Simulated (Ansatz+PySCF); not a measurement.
Values are calculated unless marked as measured or tabulated.
# Several solutions for singlet NO₂(-)

```yaml
atoms:
  - { symbol: N, position_ang: [0.0000, 0.0000, -0.4566] }
  - { symbol: O, position_ang: [0.0000, 1.0612, 0.1998] }
  - { symbol: O, position_ang: [0.0000, -1.0612, 0.1998] }
```

Basis set: def2-SVP (spherical functions). Charge -1, multiplicity 1.

CASSCF(4,3) was run from several starts with Ansatz (development build ahead of 0.2.0) and PySCF 2.14.0. The starts are those of the Hartree–Fock orbitals from which the active space was taken at the frontier.

```tsv
run	program	start	converged	energy (hartree)	<S²>
A	Ansatz	atomic start, no search	yes	-203.92942	0.00
B	Ansatz	stability test followed	yes	-203.93498	0.00
C	PySCF	program defaults	yes	-203.93002	0.00
D	Ansatz	search for the lowest state	yes	-203.93498	0.00
```

(1) Which runs reached the lowest solution of this kind, and what is wrong with the others?

## Answers

(1) B, D reached the lowest solution found. Converged but too high: A by 0.15 eV, C by 0.13 eV. Convergence only shows a stationary point; in CASSCF the end hangs on which orbitals enter the active space. Caution: no diffuse functions for an anion. Caution: other starts end on other solutions of this active space.
